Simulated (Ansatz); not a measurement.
# CHSi (doublet): from Hartree-Fock to the top rungs, cc-pVDZ

Aim: climb from Hartree-Fock through coupled cluster and multireference methods for CHSi (doublet) at one geometry and basis, and see what each rung misses.

Program: Ansatz 0.2.0, Gaussian basis. Level of theory: cc-pVDZ, core rule «outside noble gas», up to 6 orbitals frozen. These are calculated values, not measurements.

Plan: UHF; CCSD(T) on ROHF; CCSD(T) on UHF; BCCD(T) on ROHF; CISD; CCSDT(Q) on ROHF; CCSDT(Q) on UHF; CCSDTQ on ROHF; CCSDTQ on UHF; CASSCF and MRCISD+Q, 9 electrons in 9 orbitals; CASSCF and NEVPT2, 9 electrons in 9 orbitals.

5 further runs of the same task are left out: 5 set aside as unsound or not needed.

## (1) The system

The geometry is a PBE0/def2-TZVP stationary point (not a proven minimum).

3 atoms, charge 0, spin multiplicity 2.

Atoms are counted from 1 here; the program's logs count them from 0.

Bond lengths: Si1–C2 1.726 Å, Si1–H3 1.500 Å. Angles: C2–Si1–H3 180.0°.

## (2) UHF

Input file in.yaml:

```yaml
crystal:
  periodic: [false, false, false]
  atoms:
    - {symbol: Si, position_ang: [0.000000, 0.000000, 0.075579]}
    - {symbol: C, position_ang: [0.000000, 0.000000, -1.650691]}
    - {symbol: H, position_ang: [0.000000, 0.000000, 1.575112]}
basis:
  gaussian: {orbitals: cc-pVDZ}
magnetization: {spin_polarized: true, initial_magnetization: 1}
hamiltonian: {xc: hf}
output: {orbitals: {seedname: orbitals}}
```

Command:

```
$ ansatz run in.yaml --threads 1 --pin off --events-out ev --progress --plain --max-ram 4096MiB --backend cpu
```

After this run come: CCSD(T) on ROHF; CCSD(T) on UHF; BCCD(T) on ROHF; CISD; CCSDT(Q) on ROHF; CCSDT(Q) on UHF; CCSDTQ on ROHF; CCSDTQ on UHF; CASSCF and MRCISD+Q, 9 electrons in 9 orbitals; CASSCF and NEVPT2, 9 electrons in 9 orbitals.

Before running them: what should the planned runs give, taken together? Wanted: UCCSDTQ below the RHF energy; RMP2 from UCCSDTQ; UMP2 from UCCSDTQ; RCCSD from UCCSDTQ; RCCSD(T) from UCCSDTQ; UCCSD(T) from UCCSDTQ; RCCSDT(Q) from UCCSDTQ; UCCSDT(Q) from UCCSDTQ; NEVPT2 valence from UCCSDTQ.

As calculated:

| quantity | value |
| --- | --- |
| UCCSDTQ below the RHF energy | -6.9212 eV |
| RMP2 from UCCSDTQ | +1164.1 meV |
| UMP2 from UCCSDTQ | +1176.6 meV |
| RCCSD from UCCSDTQ | +486.6 meV |
| RCCSD(T) from UCCSDTQ | +81.5 meV |
| UCCSD(T) from UCCSDTQ | +83.5 meV |
| RCCSDT(Q) from UCCSDTQ | -2.9 meV |
| UCCSDT(Q) from UCCSDTQ | -7.0 meV |
| NEVPT2 valence from UCCSDTQ | +789.9 meV |
| MRCISD+Q valence from UCCSDTQ | -3.8 meV |
| levels within 1 kcal/mol (43 meV) | RCCSDT(Q), UCCSDT(Q), RCCSDTQ, MRCISD+Q valence |
| T1 diagnostic | 0.035 |
| effectively unpaired electrons | 1.16 |

RCCSD(T) lands +81.5 meV from the yardstick (1.2 % of the correlation energy). One determinant dominates. Of the multireference levels listed MRCISD+Q valence comes nearest in total energy (-3.8 meV), which doesn't show that its space is the better one. Coupled cluster took another determinant than the lowest Hartree-Fock one. These misses are within one basis, not against nature; the frozen cores of restricted and unrestricted runs differ, which can shift their rows.
